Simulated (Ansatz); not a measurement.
fcc Ag, treated with r²SCAN (PAW; Ansatz, a program for electronic structure).

Run with plane-wave cutoff 560 eV, 24×24×24 k mesh, Fermi–Dirac smearing 0.05 eV, no spin polarisation, scalar-relativistic PAW data made under PBE.

Computed at the level's own relaxed cell.

Question: Predict the equilibrium volume per atom, bulk modulus, equilibrium lattice constant a and pressure derivative B′ of the bulk modulus.

Answer: 
equilibrium volume per atom: 17.28 Å³/atom
bulk modulus: 104 GPa
equilibrium lattice constant a: 4.104 Å
pressure derivative B′ of the bulk modulus: 5.7

The run finds no gap.

Measured, for comparison: equilibrium volume per atom 16.76 Å³/atom (static lattice: zero-point anharmonic expansion removed; as tabulated in Mejia-Rodriguez and Trickey (2018), arXiv:1807.09216); bulk modulus 110 GPa (corrected for temperature and zero-point phonon effects, our sources range from 104 to 111; as tabulated in Levämäki et al. (2014), arXiv:1402.3671); lattice constant a 4.062 Å (static lattice: zero-point anharmonic expansion removed, our sources range from 4.056 to 4.063; as tabulated in Mejia-Rodriguez and Trickey (2018), arXiv:1807.09216). Computed (rounded) less measured: equilibrium volume per atom +3.1 %, bulk modulus -5 % (0.0 % to -6 % over the range), lattice constant a +1.0 % (+1.0 % to +1.2 % over the range).

The computed numbers hold no vibrational or temperature effects.

It cost about 90 core-seconds (a rough figure) of CPU time.
